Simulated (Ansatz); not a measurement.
**AlNH3 (quartet): the correlation ladder at distance Al1–H4 along a hydrogen transfer = 2.351 Å, cc-pVDZ**

How much of the correlation energy of AlNH3 (quartet) does each wave-function method recover here?

The runs use Ansatz 0.2.0, Gaussian basis; cc-pVDZ, correlated electrons: outside noble gas.

To be run: UHF; CCSD(T) on ROHF; CCSD(T) on UHF; BCCD(T) on ROHF; CISD; CCSDT(Q) on ROHF; CCSDT(Q) on UHF; CASSCF and MRCISD+Q, 5 electrons in 5 orbitals; CASSCF and NEVPT2, 5 electrons in 5 orbitals.

### Step 1. The system

The geometry derives from fragments relaxed apart (PBE0/def2-TZVP) and kept rigid, so it is no stationary point. A hydrogen atom is moved between rigid fragments.

5 atoms, charge 0, spin multiplicity 4.

Atoms are counted from 1 here; the program's logs count them from 0.

Bond lengths: Al1–H2 1.586 Å, Al1–H3 1.586 Å, H4–N5 1.040 Å. Angles: H2–Al1–H3 120.0°.

As a file:

```
Al   -1.0967    0.0000    0.0000
H    -1.8896    1.3734    0.0000
H    -1.8896   -1.3734    0.0000
H     1.2543    0.0000    0.0000
N     2.2943    0.0000    0.0000
```

In the tables R marks a restricted open-shell determinant and U an unrestricted one; 'pair' is the active space of 5 electrons in 5 orbitals; correlation energies count from the lowest restricted Hartree-Fock solution.

### Step 2. UHF

File in.yaml:

```yaml
crystal:
  periodic: [false, false, false]
  atoms:
    - {symbol: Al, position_ang: [-1.096698, 0.000000, 0.000000]}
    - {symbol: H, position_ang: [-1.889622, 1.373384, 0.000000]}
    - {symbol: H, position_ang: [-1.889622, -1.373384, 0.000000]}
    - {symbol: H, position_ang: [1.254302, 0.000000, 0.000000]}
    - {symbol: N, position_ang: [2.294302, 0.000000, 0.000000]}
basis:
  gaussian: {orbitals: cc-pVDZ}
magnetization: {spin_polarized: true, initial_magnetization: 3}
hamiltonian: {xc: hf}
output: {orbitals: {seedname: orbitals}}
```

Launch:

```sh
> ansatz run in.yaml --threads 1 --pin off --events-out ev --progress --plain --max-ram 2393MiB
```

Further steps of the session: CCSD(T) on ROHF; CCSD(T) on UHF; BCCD(T) on ROHF; CISD; CCSDT(Q) on ROHF; CCSDT(Q) on UHF; CASSCF and MRCISD+Q, 5 electrons in 5 orbitals; CASSCF and NEVPT2, 5 electrons in 5 orbitals.

Q: Predict the results of all the runs planned. Wanted: correlation energy, UCCSDT(Q); RMP2 from UCCSDT(Q); UMP2 from UCCSDT(Q); RCCSD from UCCSDT(Q); RCCSD(T) from UCCSDT(Q); UCCSD(T) from UCCSDT(Q); RCCSDT(Q) from UCCSDT(Q); NEVPT2 pair from UCCSDT(Q); MRCISD+Q pair from UCCSDT(Q).

**Answer**, as computed:

```
                                      quantity                                                                  value
                 correlation energy, UCCSDT(Q)                                                             -5.8491 eV
                           RMP2 from UCCSDT(Q)                                                            +1175.2 meV
                           UMP2 from UCCSDT(Q)                                                            +1169.2 meV
                          RCCSD from UCCSDT(Q)                                                             +111.6 meV
                       RCCSD(T) from UCCSDT(Q)                                                              +27.5 meV
                       UCCSD(T) from UCCSDT(Q)                                                              +25.8 meV
                      RCCSDT(Q) from UCCSDT(Q)                                                               +1.6 meV
                    NEVPT2 pair from UCCSDT(Q)                                                            +1113.7 meV
                  MRCISD+Q pair from UCCSDT(Q)                                                              +17.9 meV
levels of the table within 1 kcal/mol (43 meV)  RCCSD(T), UCCSD(T), BCCD(T), RCCSDT, UCCSDT, RCCSDT(Q), MRCISD+Q pair
                                 T1 diagnostic                                                                  0.021
```

What this shows: RCCSD(T) lands +27.5 meV from the yardstick (0.5 % of the correlation energy). Of the multireference levels listed MRCISD+Q pair comes nearest in total energy (+17.9 meV), which doesn't show that its space is the better one. These misses are within one basis, not against nature; the frozen cores of restricted and unrestricted runs differ, which can shift their rows.
